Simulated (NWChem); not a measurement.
Program: NWChem. System: O (-1), charge -1, spin multiplicity 2. Its SCF solution wasn't tested for a lower state. Level: ROCCSD(T)/def2-SVPD, 1 core orbitals frozen.

The NWChem input:

```
start mol
memory heap 100 mb stack 700 mb global 1900 mb
charge -1
geometry units angstroms nocenter noautoz
  O      0.000000     0.000000     0.000000
  symmetry group D2h
end
basis spherical
  * library def2-svpd
end
scf
  rohf
  nopen 1
  maxiter 100
  thresh 1e-7
  semidirect memsize 60000000 filesize 0
  # guess.movecs holds the orbitals of an unrestricted PBE0 run
  vectors input guess.movecs swap 3 5 output mol.movecs
end
tce
  freeze core 1
  ccsd(t)
  2eorb
  2emet 13
  thresh 1e-6
  maxiter 100
  tilesize 24
end
task tce energy
```

Part of the output:

```
             Northwest Computational Chemistry Package (NWChem) 7.3.0
             --------------------------------------------------------

                                NWChem Input Module
                                -------------------

 Scaling coordinates for geometry "geometry" by  1.889725989
 (inverse scale =  0.529177249)

                             Geometry "geometry" -> ""
                             -------------------------

 Output coordinates in angstroms (scale by  1.889725989 to convert to a.u.)

  No.       Tag          Charge          X              Y              Z
 ---- ---------------- ---------- -------------- -------------- --------------
    1 O                    8.0000     0.00000000     0.00000000     0.00000000

 Effective nuclear repulsion energy (a.u.)       0.0000000000

            Nuclear Dipole moment (a.u.)
            ----------------------------
        X                 Y               Z
 ---------------- ---------------- ----------------
     0.0000000000     0.0000000000     0.0000000000

      Symmetry information
      --------------------

 Group name             D2h
 Group number             26
 Group order               8
 No. of unique centers     1

      Symmetry unique atoms

     1


 Summary of "ao basis" -> "" (spherical)
 ------------------------------------------------------------------------------
       Tag                 Description            Shells   Functions and Types
 ---------------- ------------------------------  ------  ---------------------
 *                         def2-svpd                  on all atoms

 Summary of "ao basis" -> "ao basis" (spherical)
 ------------------------------------------------------------------------------
       Tag                 Description            Shells   Functions and Types
 ---------------- ------------------------------  ------  ---------------------
 O                         def2-svpd                 9       23   4s3p2d

                                 NWChem SCF Module
                                 -----------------

  ao basis        = "ao basis"
  functions       =    23
  atoms           =     1
  closed shells   =     4
  open shells     =     1
  charge          =  -1.00
  wavefunction    = ROHF
  use symmetry    = T
  symmetry adapt  = T

 Summary of "ao basis" -> "ao basis" (spherical)
 ------------------------------------------------------------------------------
       Tag                 Description            Shells   Functions and Types
 ---------------- ------------------------------  ------  ---------------------
 O                         def2-svpd                 9       23   4s3p2d

      Symmetry analysis of basis
      --------------------------

        ag          8
        au          0
        b1g         2
        b1u         3
        b2g         2
        b2u         3
        b3g         2
        b3u         3

 Forming initial guess at       0.0s

 Swapping ROHF orbitals     3    5

      Symmetry analysis of molecular orbitals - initial
      -------------------------------------------------

  Numbering of irreducible representations:

     1 ag          2 au          3 b1g         4 b1u         5 b2g
     6 b2u         7 b3g         8 b3u

  Orbital symmetries:

     1 ag          2 ag          3 b3u         4 b2u         5 b1u
     6 ag          7 b1u         8 b2u         9 b3u        10 ag
    11 b3g        12 b2g        13 b1g        14 ag         15 b1u

 Starting SCF solution at       0.0s

 ----------------------------------------------
         Quadratically convergent ROHF

 Convergence threshold     :          1.000E-07
 Maximum no. of iterations :          100
 Final Fock-matrix accuracy:          1.000E-09
 ----------------------------------------------

              iter       energy          gnorm     gmax       time
             ----- ------------------- --------- --------- --------
                 1      -74.6957409130  4.37D-01  2.40D-01      0.0
                 2      -74.7023439314  1.18D-01  4.61D-02      0.0
                 3      -74.7034477357  3.40D-03  1.73D-03      0.0
                 4      -74.7034509990  6.72D-06  3.46D-06      0.0
                 5      -74.7034509990  8.73D-10  7.32D-10      0.0

       Final ROHF results
       ------------------

         Total SCF energy =    -74.703450998975
      One-electron energy =   -106.730131302385
      Two-electron energy =     32.026680303410
 Nuclear repulsion energy =      0.000000000000

        Time for solution =      0.0s

       Symmetry analysis of molecular orbitals - final
       -----------------------------------------------

  Numbering of irreducible representations:

     1 ag          2 au          3 b1g         4 b1u         5 b2g
     6 b2u         7 b3g         8 b3u

  Orbital symmetries:

     1 ag          2 ag          3 b2u         4 b3u         5 b1u
     6 ag          7 b1u         8 b2u         9 b3u        10 ag
    11 b3g        12 b2g        13 ag         14 b1g        15 b1u

             Final eigenvalues
             -----------------

              1
    1  -20.2058
    2   -0.7945
    3   -0.1131
    4   -0.1131
    5    0.1492
    6    0.4337
    7    0.4385
    8    0.4443
    9    0.4443
   10    0.8644
   11    0.8666
   12    0.8666
   13    0.8734
   14    0.8734
   15    1.7285

                       ROHF Final Molecular Orbital Analysis
                       -------------------------------------

 Vector    3  Occ=2.000000D+00  E=-1.131111D-01  Symmetry=b2u
              MO Center= -1.5D-20, -4.2D-17, -2.2D-33, r^2= 8.9D-01
   Bfn.  Coefficient  Atom+Function         Bfn.  Coefficient  Atom+Function
  ----- ------------  ---------------      ----- ------------  ---------------
     6      0.600787  1 O  py                 9      0.446334  1 O  py
    12      0.197072  1 O  py

 Vector    4  Occ=2.000000D+00  E=-1.131111D-01  Symmetry=b3u
              MO Center= -2.3D-17,  3.8D-33, -2.4D-33, r^2= 8.9D-01
   Bfn.  Coefficient  Atom+Function         Bfn.  Coefficient  Atom+Function
  ----- ------------  ---------------      ----- ------------  ---------------
     5      0.600787  1 O  px                 8      0.446334  1 O  px
    11      0.197072  1 O  px

 Vector    5  Occ=1.000000D+00  E= 1.491708D-01  Symmetry=b1u
              MO Center=  1.3D-31,  1.1D-31,  3.3D-16, r^2= 6.9D-01
   Bfn.  Coefficient  Atom+Function         Bfn.  Coefficient  Atom+Function
  ----- ------------  ---------------      ----- ------------  ---------------
     7      0.642956  1 O  pz                10      0.451583  1 O  pz

 Vector    6  Occ=0.000000D+00  E= 4.336705D-01  Symmetry=ag
              MO Center= -2.0D-34,  5.0D-20, -8.5D-33, r^2= 4.3D+00
   Bfn.  Coefficient  Atom+Function         Bfn.  Coefficient  Atom+Function
  ----- ------------  ---------------      ----- ------------  ---------------
     4      1.552585  1 O  s                  3     -1.040198  1 O  s

 Vector    7  Occ=0.000000D+00  E= 4.385292D-01  Symmetry=b1u
              MO Center=  9.1D-34,  9.1D-34,  8.1D-19, r^2= 5.9D+00
   Bfn.  Coefficient  Atom+Function         Bfn.  Coefficient  Atom+Function
  ----- ------------  ---------------      ----- ------------  ---------------
    13      1.159755  1 O  pz                10     -0.457556  1 O  pz
     7     -0.164395  1 O  pz

 Vector    8  Occ=0.000000D+00  E= 4.442564D-01  Symmetry=b2u
              MO Center=  1.2D-35, -7.7D-21, -2.3D-35, r^2= 5.7D+00
   Bfn.  Coefficient  Atom+Function         Bfn.  Coefficient  Atom+Function
  ----- ------------  ---------------      ----- ------------  ---------------
    12      1.144182  1 O  py                 9     -0.487045  1 O  py
     6     -0.221692  1 O  py

 center of mass
 --------------
 x =   0.00000000 y =   0.00000000 z =   0.00000000

 moments of inertia (a.u.)
 ------------------
           0.000000000000           0.000000000000           0.000000000000
           0.000000000000           0.000000000000           0.000000000000
           0.000000000000           0.000000000000           0.000000000000

  Mulliken analysis of the total density
  --------------------------------------

    Atom       Charge   Shell Charges
 -----------   ------   -------------------------------------------------------
    1 O    8     9.00   1.99  1.11  0.83  0.07  2.61  1.92  0.47  0.00  0.00

 Mulliken analysis of the open-shell density
 -------------------------------------------

    Atom       Charge   Shell Charges
 -----------   ------   -------------------------------------------------------
    1 O    8     1.00   0.00  0.00  0.00  0.00  0.57  0.38  0.05  0.00  0.00

       Multipole analysis of the density wrt the origin
       ------------------------------------------------

     L   x y z        total         open         nuclear
     -   - - -        -----         ----         -------
     0   0 0 0     -1.000000     -1.000000      8.000000

     1   1 0 0      0.000000     -0.000000      0.000000
     1   0 1 0      0.000000     -0.000000      0.000000
     1   0 0 1      0.000000     -0.000000      0.000000

     2   2 0 0     -6.793297     -0.495864      0.000000
     2   1 1 0      0.000000      0.000000      0.000000
     2   1 0 1     -0.000000      0.000000      0.000000
     2   0 2 0     -6.793297     -0.495864      0.000000
     2   0 1 1     -0.000000     -0.000000      0.000000
     2   0 0 2     -5.225825     -1.487592      0.000000

                   NWChem Extensible Many-Electron Theory Module
                   ---------------------------------------------


            General Information
            -------------------
      Number of processors :     1
         Wavefunction type : Restricted open-shell Hartree-Fock
          No. of electrons :     9
           Alpha electrons :     5
            Beta electrons :     4
           No. of orbitals :    46
            Alpha orbitals :    23
             Beta orbitals :    23
        Alpha frozen cores :     1
         Beta frozen cores :     1
     Alpha frozen virtuals :     0
      Beta frozen virtuals :     0
         Spin multiplicity : doublet
    Number of AO functions :    23
       Number of AO shells :     9
        Use of symmetry is : on
      Symmetry adaption is : on
         Schwarz screening : 0.10D-09

          Correlation Information
          -----------------------
          Calculation type : Coupled-cluster singles & doubles w/ perturbation
   Perturbative correction : (T)
            Max iterations :      100
        Residual threshold : 0.10D-05
     T(0) DIIS level shift : 0.00D+00
     L(0) DIIS level shift : 0.00D+00
     T(1) DIIS level shift : 0.00D+00
     L(1) DIIS level shift : 0.00D+00
     T(R) DIIS level shift : 0.00D+00
     T(I) DIIS level shift : 0.00D+00
   CC-T/L Amplitude update :  5-th order DIIS
                I/O scheme : Global Array Library
        L-threshold :  0.10D-05
        EOM-threshold :  0.10D-05
 no EOMCCSD initial starts read in
 TCE RESTART OPTIONS
 SLICE:      F
 D4D5:       F
 quantumc:   F
 qrotation:  F
 pwtce:      F
 qducc:      F
 nacto:                         0
 nrotv:                         0
 nrot:                          0

            Memory Information
            ------------------
          Available GA space size is     249035742 doubles
          Available MA space size is     104856236 doubles

 Maximum block size supplied by input
 Maximum block size        24 doubles

 tile_dim =      6

 -------------------------------------------------

 Global array virtual files algorithm will be used

 Parallel file system coherency ......... OK

 4-electron integrals stored in orbital form

 v2    file size   =             7150
 4-index algorithm nr.  13 is used
 imaxsize =       30
 imaxsize ichop =        0


CCSD iterations
 ---------------------------------------------------------
 Iter          Residuum       Correlation     Cpu    Wall
 ---------------------------------------------------------
    1   0.1046347832755  -0.1818361310052     0.2     0.2
    2   0.0364307888346  -0.1821659709392     0.2     0.2
    3   0.0231700198080  -0.1844905961837     0.2     0.2
    4   0.0260801497023  -0.1864483371348     0.2     0.2
    5   0.0296502949537  -0.1847993903759     0.2     0.2
    6   0.0023984271923  -0.1862669614491     0.2     0.2
    7   0.0009564343049  -0.1862316507317     0.2     0.2
    8   0.0006858895397  -0.1861990922929     0.2     0.2
    9   0.0005205441768  -0.1862605784277     0.2     0.2
   10   0.0004790549021  -0.1862305909364     0.2     0.2
   11   0.0001096467207  -0.1862800489640     0.2     0.2
   12   0.0000428326500  -0.1862698222374     0.2     0.2
   13   0.0000263897111  -0.1862713684822     0.2     0.2
   14   0.0000144513034  -0.1862707716183     0.2     0.2
   15   0.0000096526650  -0.1862707743114     0.2     0.2
   16   0.0000033367965  -0.1862704671669     0.2     0.2
   17   0.0000029642811  -0.1862707416158     0.2     0.2
   18   0.0000031353942  -0.1862705268837     0.2     0.2
   19   0.0000037656194  -0.1862708558016     0.2     0.2
   20   0.0000044328090  -0.1862705294749     0.2     0.2
   21   0.0000001381769  -0.1862707594705     0.2     0.2
 -----------------------------------------------------------------
 Iterations converged
 CCSD correlation energy / hartree =        -0.186270759470499
 CCSD total energy / hartree       =       -74.889721758445646

 Singles contributions

 Doubles contributions
 CCSD(T)
 Using plain CCSD(T) code
             total no. of tasks         1976
 total no. of tasks / no. procs         1976
                         wl_min            2           1.1
                         wl_max          216           2.4
        thresh for no. of tasks         1976

 CCSD[T]  correction energy / hartree =        -0.007457855681215
 CCSD[T] correlation energy / hartree =        -0.193728615151714
 CCSD[T] total energy / hartree       =       -74.897179614126856
 CCSD(T)  correction energy / hartree =        -0.005934027958374
 CCSD(T) correlation energy / hartree =        -0.192204787428873
 CCSD(T) total energy / hartree       =       -74.895655786404021

 Task  times  cpu:        3.7s     wall:        3.7s

 Total times  cpu:        3.7s     wall:        3.7s
```
